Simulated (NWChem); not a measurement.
## Correlation energy of CH$_{2}$

```
C
H 1 1.1231
H 1 1.1231 2 100.29
```
Charge 0, spin multiplicity 1.

The numbers come from NWChem runs, not from measurements. The geometry was optimised at B3LYP/def2-SVP, a minimum by its harmonic frequencies.

Basis set: cc-pVTZ. Each correlation energy counts from its own Hartree-Fock reference.

The correlated methods keep 1 core orbital frozen. The structure started from a generated list of species. No row is a measurement; the coupled-cluster row has its own basis-set and correlation limits.

Task: Order these methods by the correlation energy they give, lowest first: CR-CCSD[T], MP2, SCS-MP2, CCSD.

Result: CR-CCSD[T] (-169.1 mHa), CCSD (-164.8 mHa), SCS-MP2 (-149.1 mHa), MP2 (-139.1 mHa)
